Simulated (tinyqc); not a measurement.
Ways to converge the cycle: SCF convergence aids in the sto-3g basis, for LiH+, spin multiplicity 2. Computed by the program tinyqc with PySCF. UHF with one setting changed at a time; a run stops when the energy changes by less than 1e-09 hartree and the error matrix is below 1e-5. The start is random orbitals. Damping d keeps d of the old density; a shift (hartree) raises the virtual levels; DIIS n extrapolates F over n matrices.

Geometry (angstrom):
```
atom       x       y       z
Li    0.0000  0.0000  0.0000
H     0.0000  0.0000  2.9260
```

lowest solution found by these runs and by PySCF with stability checks = -7.609834 hartree

Largest element of the error matrix X^T (FDS - SDF) X:
```
iteration    plain  damping 0.3  damping 0.6  shift 0.4   DIIS 3   DIIS 8
1          7.5e-01      7.5e-01      7.5e-01    7.5e-01  7.5e-01  7.5e-01
2          1.5e-01      2.8e-01      4.5e-01    2.4e-01  1.5e-01  1.5e-01
3          6.7e-02      1.2e-01      2.9e-01    1.2e-01  6.0e-02  6.0e-02
4          2.8e-02      6.2e-02      1.9e-01    8.9e-02  1.8e-02  1.8e-02
5          1.2e-02      3.9e-02      1.3e-01    6.0e-02  1.3e-03  1.4e-03
6          5.0e-03      2.4e-02      8.9e-02    3.9e-02  1.5e-04  1.3e-04
8          9.2e-04      8.3e-03      4.1e-02    1.6e-02  2.0e-06  8.9e-07
10         1.7e-04      3.0e-03      2.6e-02    7.4e-03        -        -
14         5.6e-06      3.9e-04      9.2e-03    1.6e-03        -        -
20               -      1.8e-05      1.9e-03    1.5e-04        -        -
30               -            -      1.5e-04          -        -        -
45               -            -      2.9e-06          -        -        -
```

How each run ends:
```
run          iterations  E (hartree)         state
plain                14     -7.60983  lowest found
damping 0.3          23     -7.60983  lowest found
damping 0.6          45     -7.60983  lowest found
shift 0.4            28     -7.60983  lowest found
DIIS 3                9     -7.60983  lowest found
DIIS 8                8     -7.60983  lowest found
```

What does the comparison show, and why?

6 of 6 runs reach the lowest solution found, in 8 to 45 iterations (fastest: DIIS 8). Plain steps already contract here, so damping only slows them. DIIS 3 and DIIS 8 gain by cancelling the error over several earlier matrices, much as a quasi-Newton step does.
